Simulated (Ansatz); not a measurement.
Cu3AsS4 (Pmn2₁, No. 31) was calculated with PBEsol (Ansatz, a quantum-chemistry and plane-wave program, PAW).

The run printed, among other lines:

```
Relaxation: its limit of steps is 80 (relax.max_steps)
Crystal: 16 atoms, lattice volume = 277.476 Å³
Basis set: ecut = 520 eV, 7511 PW (Γ), exchange–correlation on 90×96×120 points (8 copies of the dense FFT grid, shifted against one another)
Bands: 116, of which v1, the nominal top of the filled ones, is band 96 counted from 1 (95 counted from 0)
Symmetry: 4 space group operations
Space group: Pmn21 (ITA 31), of the structure as read, at distance tolerance 6.5e-5 Å
k-points: 64 of 216 (time reversal used)
Functional: x = pbesol(κ = 0.804, μ = 0.12345679012345678), c = pbesol(β = 0.046)
SCF iter   1: F=—  HF=-56241.640441 eV  |F-HF|=—  |Δ(HF+E_count)|=         —  Δρ=9.85e-3  dr2=1.81e-1
SCF iter   2: F=—  HF=-56241.630713 eV  |F-HF|=—  |Δ(HF+E_count)|=   9.73e-3  Δρ=8.69e-3  dr2=1.62e-1
  ...
SCF 1 converged in 10 iterations: F = -56241.593104 eV  dr2 = 8.52e-8
Crystal: 16 atoms, lattice volume = 277.476 Å³
Basis set: ecut = 520 eV, 7503 PW (Γ), exchange–correlation on 90×96×120 points (8 copies of the dense FFT grid, shifted against one another)
Initial density: handed on by an earlier stage of this run
  ...
SCF 5 converged in 7 iterations: F = -56241.593524 eV  dr2 = 3.27e-12
SCF converged after 7 iterations
Free energy (F): -56241.593524 eV
Internal energy: -56241.593335 eV  (E = F + TS)
E sigma→0 (E₀):  -56241.593430 eV
Fermi energy:    9.665235 eV
--- Forces (eV/Å), atoms counted from 1 ---
  atom   1  Cu     0.00003820     0.00078185     0.00000000
  atom   2  Cu     0.00003820    -0.00078185     0.00000000
  atom   3  Cu     0.00210670     0.00143457    -0.00112578
  atom   4  Cu     0.00210670    -0.00143457     0.00112578
  atom   5  Cu     0.00210670     0.00143457     0.00112578
  atom   6  Cu     0.00210670    -0.00143457    -0.00112578
  atom   7  As    -0.00006870    -0.00055604     0.00000000
  atom   8  As    -0.00006870     0.00055604     0.00000000
  atom   9  S     -0.00189606     0.00060290     0.00000000
  atom  10  S     -0.00189606    -0.00060290     0.00000000
  atom  11  S      0.00019783     0.00056122     0.00000000
  atom  12  S      0.00019783    -0.00056122     0.00000000
  atom  13  S     -0.00124192     0.00124245     0.00224482
  atom  14  S     -0.00124192    -0.00124245    -0.00224482
  atom  15  S     -0.00124192     0.00124245    -0.00224482
  atom  16  S     -0.00124192    -0.00124245     0.00224482
--- Stress (GPa, compression-positive) ---
        1.806800       0.000000       0.000000
        0.000000       1.824482       0.000000
        0.000000       0.000000       1.820411
  P = ⅓ Tr σ = 1.8172 GPa (18.172 kbar)
```

Problem. Write an input file that could have produced this run (the log leaves some choices open).

Solution. Several could match; the one computed here: 
Ansatz 0.2 input:
```yaml
crystal:
  lattice:
    - [6.0396619877, 0.0, 0.0]
    - [0.0, 6.3139704185, 0.0]
    - [0.0, 0.0, 7.2763016501]
  atoms:
    - { symbol: Cu, position: [0.5041146937, 0.8397300714, 0.0] }
    - { symbol: Cu, position: [0.0041146937, 0.1602699286, 0.5] }
    - { symbol: Cu, position: [0.0089670457, 0.6718533072, 0.2493475633] }
    - { symbol: Cu, position: [0.5089670457, 0.3281466928, 0.2506524367] }
    - { symbol: Cu, position: [0.0089670457, 0.6718533072, 0.7506524367] }
    - { symbol: Cu, position: [0.5089670457, 0.3281466928, 0.7493475633] }
    - { symbol: As, position: [0.0024058256, 0.1695603718, 0.0] }
    - { symbol: As, position: [0.5024058256, 0.8304396282, 0.5] }
    - { symbol: S, position: [0.3743578779, 0.1723417766, 0.0] }
    - { symbol: S, position: [0.8743578779, 0.8276582234, 0.5] }
    - { symbol: S, position: [0.8749146295, 0.8372018743, 0.0] }
    - { symbol: S, position: [0.3749146295, 0.1627981257, 0.5] }
    - { symbol: S, position: [0.3779864409, 0.6606101548, 0.2476446361] }
    - { symbol: S, position: [0.8779864409, 0.3393898452, 0.2523553639] }
    - { symbol: S, position: [0.3779864409, 0.6606101548, 0.7523553639] }
    - { symbol: S, position: [0.8779864409, 0.3393898452, 0.7476446361] }
basis:
  ecutwfc: 520
  ecutrho_ratio: 4
  xc_grid: 2
kpoints:
  mp_grid: { grid: [6, 6, 6] }
hamiltonian:
  xc: pbesol
  dispersion: none
  pseudopotentials: { kind: paw }
scf:
  occupations: { method: fermi_dirac, width: 0.01 }
output:
  forces: true
  stress: true
  eigenvalues: true
relax:
  f_tol: 0.004
  escape_saddle: false
  max_steps: 80
  cell: { stress_tol: 0.02, fix: [volume] }
```

The cell is one volume of an energy–volume scan, off the minimum.

The PAW data were made under PBE.

Note: the volume lies 5 % below that of the published cell.
